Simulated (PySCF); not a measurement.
Scan of CHN, singlet: collinear H-C-N surface. Scanned: H-C distance and C-N distance.

Cartesian coordinates as functions of the variables (Å; names that start with a are angles):
```
H  0  0  -r1
C  0  0  0
N  0  0  r2
```

Computed with RHF/cc-pVTZ in PySCF.

Energy in eV above the lowest grid point; x is the H-C distance (Å), y the C-N distance (Å).

```
y \ x   0.91   0.96   1.02   1.07   1.12   1.18   1.24   1.32    1.39    1.50    1.60
-----  -----  -----  -----  -----  -----  -----  -----  -----  ------  ------  ------
1.72   9.988  9.567  9.300  9.224  9.248  9.374  9.577  9.926  10.278  10.870  11.418
1.61   8.059  7.650  7.396  7.332  7.369  7.511  7.730  8.101   8.472   9.095   9.671
1.49   5.755  5.355  5.114  5.061  5.108  5.264  5.497  5.887   6.275   6.926   7.527
1.41   4.203  3.810  3.576  3.530  3.583  3.746  3.987  4.388   4.785   5.450   6.065
1.33   2.744  2.357  2.130  2.089  2.149  2.319  2.566  2.976   3.380   4.058   4.685
1.26   1.648  1.266  1.046  1.010  1.074  1.249  1.502  1.918   2.329   3.016   3.651
1.21   1.042  0.665  0.448  0.416  0.483  0.662  0.918  1.339   1.753   2.446   3.086
1.15   0.612  0.239  0.028  0.000  0.071  0.254  0.514  0.940   1.358   2.056   2.702
1.09   0.649  0.282  0.077  0.053  0.128  0.315  0.578  1.008   1.429   2.133   2.783
1.03   1.362  1.001  0.801  0.782  0.860  1.052  1.319  1.752   2.177   2.884   3.538
0.98   2.677  2.321  2.127  2.111  2.193  2.388  2.657  3.094   3.521   4.231   4.887
```

Points that lie below all their neighbours on the grid: x = 1.07, y = 1.15 (0.000 eV).
